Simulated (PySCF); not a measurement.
# OH− (SMILES [OH-]): levels of theory compared

Wanted: a comparison of 3 runs (PBE0/6-31G*, NEVPT2(2,2)/6-31G*, UCCSD(T)/6-31G*) of OH−. The job is set up through a Python script.

The calculation is run with PySCF 2.14.0.

3 further runs of the same task are left out: 3 set aside as unsound or not needed.

## Step 1: The structure to begin with

The species is OH− (2 atoms), meant as a singlet with charge -1. As SMILES, `[OH-]`. The O1–H2 distance was set to 2.120 Å, away from the relaxed value.

## Step 2: The energy at PBE0/6-31G(d) (spherical functions) (run 1)

The input, job.py:

```python
from pyscf import gto, dft

molecule = gto.M(
    atom='O 1.400113 -0.448118 0.722496; H -0.411800 0.131800 -0.212500',
    max_memory=1860,
    spin=0,
    verbose=3,
    basis='6-31g*',
    charge=-1,
)

ks = dft.RKS(molecule, xc='pbe0')
ks.grids.level = 5
ks.conv_tol = 1e-10
ks.kernel()
if not ks.converged:
    ks = ks.newton().run(ks.mo_coeff, ks.mo_occ)

e_final = ks.e_tot
print('E = %.10f Eh' % e_final)
```

Started as:

```console
$ OMP_NUM_THREADS=1 python job.py
```

The log of the run:

```text
converged SCF energy = -75.486798049084
E = -75.4867980491 Eh
```

Wall time 1.2 s (1 thread of Arm Neoverse V1, shared host); peak memory 0.15 GiB.

## Step 3: The energy at NEVPT2(2,2)/6-31G(d) (spherical functions) (run 2)

The input, mol.xyz:

```xyz
2
HO
O      1.400113    -0.448118     0.722496
H     -0.411800     0.131800    -0.212500
```

The input, run.py:

```python
import numpy
from pyscf import gto, scf, mp, mcscf, mrpt

mol = gto.M(
    atom='mol.xyz',
    spin=0,
    basis='6-31g*',
    max_memory=1860,
    verbose=4,
    charge=-1,
)

mf = scf.RHF(mol)
mf.conv_tol = 1e-10
mf.kernel()
if not mf.converged:
    mf = mf.newton().run(mf.mo_coeff, mf.mo_occ)

pt = mp.MP2(scf.addons.convert_to_uhf(mf)).run()
noons, natorbs = mcscf.addons.make_natural_orbitals(pt)
print('natural occupations', numpy.round(noons[:40], 4))
cas = mcscf.CASSCF(mf, 2, 2)
cas.fix_spin_(ss=0.0)
cas.natorb = True
cas.kernel(natorbs)
e_pt2 = mrpt.NEVPT(cas).kernel()
e_final = cas.e_tot + e_pt2
print(f'total energy: {e_final:.8f} hartree')
```

Started as:

```console
$ OMP_NUM_THREADS=1 python run.py
```

The log of the run:

```text
PySCF version 2.14.0

[INPUT] num. atoms = 2
[INPUT] num. electrons = 10
[INPUT] charge = -1
[INPUT] spin (= nelec alpha-beta = 2S) = 0
[INPUT] symmetry False subgroup None
[INPUT] Mole.unit = angstrom
[INPUT] Symbol           X                Y                Z      unit          X                Y                Z       unit  Magmom
[INPUT]  1 O      1.400113000000  -0.448118000000   0.722496000000 AA    2.645830113443  -0.846820291488   1.365319566094 Bohr   0.0
[INPUT]  2 H     -0.411800000000   0.131800000000  -0.212500000000 AA   -0.778189218096   0.249065903218  -0.401566801470 Bohr   0.0

nuclear repulsion = 1.99708374269201
number of shells = 8
number of NR pGTOs = 31
number of NR cGTOs = 16
basis = 6-31g*
ecp = {}

[... 39 lines left out ...]
converged SCF energy = -75.1662398814355
[... 33 lines left out ...]
sorting_mo_energy = False
[... 20 lines left out ...]
1-step CASSCF converged in   3 macro ( 27 JK   9 micro) steps
[... 2 lines left out ...]
Natural orbital (expansion on meta-Lowdin AOs) in CAS space
[... 8 lines left out ...]
CASSCF energy = -75.2383594191066
[... 2 lines left out ...]
******** <class 'pyscf.mrpt.nevpt2.NEVPT'> ********
NEVPT2 (1e+1e, 2o), ncore = 4, nvir = 10
root = 0
Natural occ [1.60348481 0.39651519]
Natural orbital (expansion on meta-Lowdin AOs) in CAS space
               #1        #2
0 O 1s          -0.00016  -0.00004
0 O 2s          -0.05936  -0.04749
0 O 3s          -0.00791  -0.02788
[... 12 lines of this table left out ...]
1 H 2s           0.08739   0.00320
<CAS-nat-orb|mo-hf>  5      5        0.97963909
<CAS-nat-orb|mo-hf>  6      6        0.97054247
Sr    (-1)',   E = 0.00000000000023
Si    (+1)',   E = -0.00000000000140
Sijrs (0)  ,   E = -0.09124046088687
Sijr  (+1) ,   E = -0.01006663484394
Srsi  (-1) ,   E = -0.02946622410405
Srs   (-2) ,   E = -0.00042915971790
Sij   (+2) ,   E = -0.00111913148615
Sir   (0)' ,   E = -0.01566410533354
Nevpt2 Energy = -0.147985716373624
total energy: -75.38634514 hartree
```

Run time: 0.86 s. Hardware: 1 thread of Arm Neoverse V1, shared host; peak memory 0.12 GiB.

## Step 4: The energy at UCCSD(T)/6-31G(d) (spherical functions) (run 3)

The input, input.py:

```python
from pyscf import gto, scf, cc

mol = gto.Mole()
mol.atom = 'O 1.400113 -0.448118 0.722496; H -0.411800 0.131800 -0.212500'
mol.spin = 0
mol.max_memory = 1860
mol.basis = '6-31g*'
mol.verbose = 4
mol.charge = -1
mol.build()

hf = scf.UHF(mol)
hf.conv_tol = 1e-10
hf.kernel()
if not hf.converged:
    hf = hf.newton().run(hf.mo_coeff, hf.mo_occ)
for _ in range(3):
    mo, _, stable, _ = hf.stability(return_status=True)
    if stable:
        break
    hf.kernel(hf.make_rdm1(mo, hf.mo_occ))

mycc = cc.CCSD(hf, frozen=1)
mycc.kernel()
e_t = mycc.ccsd_t()
etot = mycc.e_tot + e_t
print(f'total energy: {etot:.8f} hartree')
```

Started as:

```console
$ OMP_NUM_THREADS=1 python input.py
```

The log of the run:

```text
PySCF version 2.14.0

[INPUT] num. atoms = 2
[INPUT] num. electrons = 10
[INPUT] charge = -1
[INPUT] spin (= nelec alpha-beta = 2S) = 0
[INPUT] symmetry False subgroup None
[INPUT] Mole.unit = angstrom
[INPUT] Symbol           X                Y                Z      unit          X                Y                Z       unit  Magmom
[INPUT]  1 O      1.400113000000  -0.448118000000   0.722496000000 AA    2.645830113443  -0.846820291488   1.365319566094 Bohr   0.0
[INPUT]  2 H     -0.411800000000   0.131800000000  -0.212500000000 AA   -0.778189218096   0.249065903218  -0.401566801470 Bohr   0.0

nuclear repulsion = 1.99708374269201
number of shells = 8
number of NR pGTOs = 31
number of NR cGTOs = 16
basis = 6-31g*
ecp = {}

[... 73 lines left out ...]
converged SCF energy = -75.1662398814355  <S^2> = 1.2256862e-13  2S+1 = 1
[... 64 lines left out ...]
converged SCF energy = -75.2250043792314  <S^2> = 0.89307546  2S+1 = 2.1382941
[... 14 lines left out ...]
Init t2, MP2 energy = -0.142162963435229
[... 20 lines left out ...]
UCCSD converged
[... 2 lines left out ...]
total energy: -75.39158336 hartree
```

It took 1.1 s on 1 thread of Arm Neoverse V1, shared host; peak memory 0.12 GiB.

## Step 5: All runs side by side

```csv
run,level,integration grid,active selection,energy (Eh),HOMO energy (eV),LUMO energy (eV),HOMO–LUMO gap (eV),wall time
1,PBE0/6-31G* (spherical functions),5,–,-75.486798,1.46,4.89,3.43,1.2 s
2,"NEVPT2(2,2)/6-31G* (spherical functions)",–,mp2 natural orbitals,-75.386345,-1.32,9.24,10.56,0.86 s
3,UCCSD(T)/6-31G* (spherical functions),–,–,-75.391583,-0.91,9.37,10.28,1.1 s
```

## Step 6: Results

```
                                                    quantity         value
                                         run 3: total energy  -75.39158 Eh
                  run 3: HOMO energy (Hartree–Fock orbitals)      -0.91 eV
                  run 3: LUMO energy (Hartree–Fock orbitals)       9.37 eV
run 3: HOMO–LUMO gap (to an unbound level, set by the basis)      10.28 eV
           run 3: correlation energy (1 core orbital frozen)    -166.6 mEh
                                       run 3: (T) correction     -4.69 mEh
                    run 3: ⟨S²⟩ of the reference determinant         0.893
                                        run 3: T1 diagnostic         0.061
```

What this shows: In run 1 the HOMO lies above zero, so the outermost electron may be held by the basis alone. Spin contamination of the reference: run 3 ⟨S²⟩ = 0.89. Where it is this large, the reference is a mixture of spin states, and values that rest on it are in doubt. All runs together took 3.2 s, the longest 1.2 s.
